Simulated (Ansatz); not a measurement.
# NH₄O (doublet): from Hartree-Fock to the top rungs at distance N1–H4 along a hydrogen transfer = 1.088 Å, cc-pVDZ

One table from this session's results is given with a row withheld; the runs are named, their logs left out.

Method: cc-pVDZ, core rule «outside noble gas», up to 2 orbitals frozen; program: Ansatz 0.2.0, Gaussian basis.

The runs, in order: UHF; CCSD(T) on ROHF; CCSD(T) on UHF; BCCD(T) on ROHF; CISD; CCSDT(Q) on ROHF; CCSDT(Q) on UHF; CASSCF and MRCISD+Q, 3 electrons in 3 orbitals; CASSCF and NEVPT2, 3 electrons in 3 orbitals.

## The system

The geometry derives from fragments relaxed apart (PBE0/def2-TZVP) and kept rigid, so it is no stationary point. A hydrogen atom is moved between rigid fragments.

6 atoms, charge 0, spin multiplicity 2.

Atoms are counted from 1 here; the program's logs count them from 0.

Bond lengths: N1–H2 1.012 Å, N1–H3 1.012 Å, N1–H4 1.088 Å, O5–H6 0.973 Å. Angles: H2–N1–H3 107.1°, H2–N1–H4 107.1°, H3–N1–H4 107.1°.

Geometry (Å):

```xyz
6
H4NO
N    -1.2872    0.0111   -0.0261
H    -1.5845    0.9789   -0.0261
H    -1.5845   -0.3912    0.8542
H    -0.1992    0.0111   -0.0261
O     1.2448    0.0111   -0.0261
H     1.4967   -0.9289   -0.0261
```

The first run:

Input file in.yaml:

```yaml
crystal:
  periodic: [false, false, false]
  atoms:
    - {symbol: N, position_ang: [-1.287208, 0.011087, -0.026067]}
    - {symbol: H, position_ang: [-1.584488, 0.978921, -0.026067]}
    - {symbol: H, position_ang: [-1.584487, -0.391211, 0.854193]}
    - {symbol: H, position_ang: [-0.199208, 0.011087, -0.026067]}
    - {symbol: O, position_ang: [1.244792, 0.011087, -0.026067]}
    - {symbol: H, position_ang: [1.496651, -0.928863, -0.026067]}
basis:
  gaussian: {orbitals: cc-pVDZ}
magnetization: {spin_polarized: true, initial_magnetization: 1}
hamiltonian: {xc: hf}
output: {orbitals: {seedname: orbitals}}
```

Started as:

```
> ansatz run in.yaml --threads 1 --pin off --events-out ev --progress --plain --max-ram 2816MiB --backend cpu
```

Steps of the session up to this table: UHF; CCSD(T) on ROHF; CCSD(T) on UHF; BCCD(T) on ROHF; CISD; CCSDT(Q) on ROHF; CCSDT(Q) on UHF; CASSCF and MRCISD+Q, 3 electrons in 3 orbitals; CASSCF and NEVPT2, 3 electrons in 3 orbitals.

One of the session's tables, all rows but one given; the rest of the session is left out.

```
       method  from UCCSDT(Q) (kcal/mol)
         ROHF                    +246.73
          UHF                    +243.18
         RMP2                     +25.34
         UMP2                     +25.16
         CISD                     +26.01
        RCCSD                          ?
        UCCSD                      +5.45
     RCCSD(T)                      +0.93
     UCCSD(T)                      +0.91
      BCCD(T)                      +0.89
       RCCSDT                      +0.48
       UCCSDT                      +0.46
    RCCSDT(Q)                      +0.03
    UCCSDT(Q)                          0
  CASSCF pair                    +232.28
  NEVPT2 pair                     +24.46
  MRCISD pair                     +23.52
MRCISD+Q pair                      +3.76
```

Q: Estimate the row for RCCSD from the others.

**Answer.** from UCCSDT(Q) (kcal/mol): +5.52. In the column «from UCCSDT(Q) (kcal/mol)» it lies between UCCSD (+5.45) and MRCISD pair (+23.52).

Limits of these values: Restricted and unrestricted rows rest on different reference determinants; where their highest levels disagree by more than a few hundredths of an eV, they describe different states and don't form one ladder.
